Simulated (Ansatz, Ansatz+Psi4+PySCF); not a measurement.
```yaml
atoms:
  - { symbol: C, position_ang: [0.5807, 0.5751, 0.0000] }
  - { symbol: H, position_ang: [0.6830, 1.1670, 0.9069] }
  - { symbol: H, position_ang: [0.6830, 1.1670, -0.9069] }
  - { symbol: F, position_ang: [1.5067, -0.4232, 0.0000] }
  - { symbol: Cl, position_ang: [-1.0830, -0.1163, 0.0000] }
```

Basis set: cc-pVTZ on H, C, F; cc-pV(T+d)Z on Cl (spherical functions). Frozen core: 7 orbitals. Charge 0, multiplicity 1.

Computed with Ansatz (development build ahead of 0.2.0); each method stands on the lowest determinant of its kind that the runs found. Restricted open shells among the atoms or ions are ROHF, correlated in semicanonical orbitals with singles.

(1) Give the atomization energy at this shape (free ground-state atoms in the same class of orbitals less the molecule, no zero-point energy) of singlet CH₂ClF by RHF-MP2, RHF.

Results:

(1)

```json
{"method": "RHF-MP2", "atomization energy": "400.07 kcal/mol"}
{"method": "RHF", "atomization energy": "292.57 kcal/mol"}
```
